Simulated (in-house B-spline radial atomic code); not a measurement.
Results of a calculation; reference values are marked as such.
Stopping and range of 200 keV Al in Si

The pair potential comes from two frozen, spherical free-atom densities (PBE, B-spline radial code, scalar-relativistic past argon): electrostatics plus the change in Thomas-Fermi kinetic and Dirac exchange energy where they overlap, the recipe behind the universal ZBL potential, which averages such potentials (from solid-state densities) over many pairs. It is written V = (Z1 Z2 e²/r) φ(r/a), with e² = 14.3996 eV·Å and a = 0.46850 Å/(Z1^0.23 + Z2^0.23); ZBL's fit is φ = 0.18175 e^(−3.1998x) + 0.50986 e^(−0.94229x) + 0.28022 e^(−0.4029x) + 0.02817 e^(−0.20162x). Where φ falls below 4e-4 it is continued as an exponential.

The target is taken as amorphous, with density 2.329 g/cm³ (NSM archive of the Ioffe Institute); channelling is ignored. Masses: Al 26.98, Si 28.09 u. Nuclear stopping is S_n = 4π a Z1 Z2 e² M1/(M1 + M2) × s_n(ε), with s_n integrated over impact parameters for each pair. Electronic stopping is Lindhard and Scharff's S_e = Z1^(1/6) 8π e² a0 Z1 Z2/(Z1^(2/3) + Z2^(2/3))^(3/2) × v/v0, with a0 = 0.529177 Å and v = v0 at 24.801 keV/u; it misses the oscillations with Z1 seen in experiment, which reach tens of per cent. Compounds add by atom fraction.

```csv
target atom,a (Å),ε at this energy,"s_n, this pair","s_n, ZBL potential"
Si,0.12875,5.012,0.1894,0.1779
```

**Question.** What are the atom density and the stopping powers at entry?

**Answer.** N = 2.329 × 0.602214/28.09 = 0.04993 atoms/Å³. For Si: S_n = 2077 × 0.1894 = 393.5 eV·Å², S_e = 1.7115 × √200000 = 765.4 eV·Å². Averaged over the target's atoms and times N × 10 Å/nm, the ion loses N S_n = 196 eV/nm to recoils and N S_e = 382 eV/nm to electrons; the nuclear share is 34 %.

Along the track:

| E (keV) | N S_n (eV/nm) | N S_e (eV/nm) |
| --- | --- | --- |
| 10 | 397 | 85.5 |
| 30 | 374 | 148 |
| 60 | 320 | 209 |
| 100 | 268 | 270 |
| 150 | 226 | 331 |
| 200 | 196 | 382 |

**Question.** Estimate the path length and the projected range.

**Answer.** With continuous slowing down the path is the integral of dE/(N (S_n + S_e)). Trapezoids over the table give 351 nm, and the stretch below the first row, with stopping taken as √E, adds 2E/(N S) = 41 nm: 393 nm in all, against 378 nm on a fine grid from 5 eV. Deflections shorten the depth: to first order in the energy passed on, N (S_n + S_e) dR_p/dE = 1 − N S_n (M2/M1) R_p/(2E), summed over the target's atoms, and integrating this on the fine grid gives R_p = 293 nm, 0.77 of the path. Lindhard's rule of thumb R/(1 + M2/3M1), with mean M2/M1 = 1.04, gives 281 nm. On the ZBL potential the same equation gives 307 nm, and the full integral equation, which keeps hard collisions, 320 nm.
